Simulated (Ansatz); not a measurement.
Take GaP in the zinc blende structure (space group F-43m, No. 216) as the base.

```
CELL_PARAMETERS angstrom
      0.00000     2.71923     2.71923
      2.71923     0.00000     2.71923
      2.71923     2.71923     0.00000
ATOMIC_POSITIONS crystal
  P  0.75000 0.75000 0.75000
  Ga 0.00000 0.00000 0.00000
```

Calculations: DFT with PBEsol, PAW potentials and a 420 eV plane-wave cutoff in Ansatz (a first-principles code), no spin-orbit coupling.

Perturbation: Sb takes the place of P on all its sites; the structure is relaxed again.

Measured lattice parameter a: GaP 5.439 Å (static lattice; corrected from measurement; as listed in Daniel Mejia-Rodriguez, S. B. Trickey, Phys. Rev. B (2018)); GaSb 6.0959 Å (room temperature; as listed in I. Vurgaftman, J. R. Meyer, L. R. Ram-Mohan, Journal of Applied Physics (2001)).

**Question.** How well does PBEsol reproduce the measured shift?

**Answer.** With PBEsol the lattice parameter a moves by +0.673 Å (5.438 → 6.111) against +0.657 Å measured. The two measured values stand on different bases (one corrected, one not), which blurs small differences.

With Sb present, leaving out spin-orbit coupling can change the band edges. Whether these cells are dynamically stable was not tested. The final runs are not spin-polarised.
